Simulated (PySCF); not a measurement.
```csv
atom,x (Å),y (Å),z (Å)
C,-0.0004,0.0027,-0.0096
O,1.0470,0.0020,0.6651
O,-1.0514,0.0093,0.6738
H,-0.0023,0.0074,-1.1064
```

Basis set: cc-pVTZ (spherical functions). Frozen core: 3 orbitals. Charge 1, multiplicity 1.

Starred EOM-CCSD(T)(a) on the restricted Hartree–Fock determinant with PySCF 2.14.0; the energies are vertical.

Problem. The solver was asked for the few lowest roots only. Give the electron affinities of singlet CHO2(+) among them whose weight of singles is over 0.7 (positive where the electron binds).

Solution.

```json
{"root": "1", "energy (eV)": "13.80", "weight of singles": "0.94"}
```

Higher main lines weren't sought. Caution: large amplitudes, a single reference is doubtful.
